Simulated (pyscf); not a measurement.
Structures and frequencies: ωB97X-D3(BJ)/def2-SVP in PySCF. Correlated levels are frozen-core, on RHF or UHF. ΔMP2 is the change of the MP2 total energy from the triple- to the quadruple-zeta basis.

### Question
Estimate by transition-state theory (the high-pressure limit) the rate constant of hydrogen fluoride (HF) + F–C:–Cl [singlet] → F–CH(F)–Cl (singlet surface; F–H broken, C–F, C–H formed) at 600 K, with CCSD(T)/def2-TZVPP + ΔMP2(QZVPP) energies (ideal gas, 1 atm, RRHO with modes under 100 cm⁻¹ raised to 100, one conformer, R ln 2 for rigid chiral ones; no tunnelling).

### Answer
The electronic barrier is 15.4 kcal/mol and the thermal terms add +19.2, so ΔG‡ = 34.6 kcal/mol. With k_BT/h = 1.25e+13 s⁻¹ and RT = 1.192 kcal/mol, and a volume of 8.18e-20 cm³ per molecule at 1 atm, k = 2.5e-19 cm³ molecule⁻¹ s⁻¹. The product is born with the 76 kcal/mol of the reverse barrier and needs collisions to keep. Wigner's tunnelling factor for 1273i cm⁻¹ would be 1.39, likely too low at so high a frequency. A shift of 1 kcal/mol in the barrier changes k by a factor 2.3. On the reactant side the descent ends in a complex, 8.0 kcal/mol under the separated species and 19.1 kcal/mol under the saddle at ωB97X-D3(BJ)/def2-TZVP. At ωB97X-D3(BJ) the barrier from the zero used here is 11.1 kcal/mol. One saddle was located; it need not be the lowest between these sides. The CCSD(T) − MP2 part came from Ansatz, without density fitting, on the same reference.
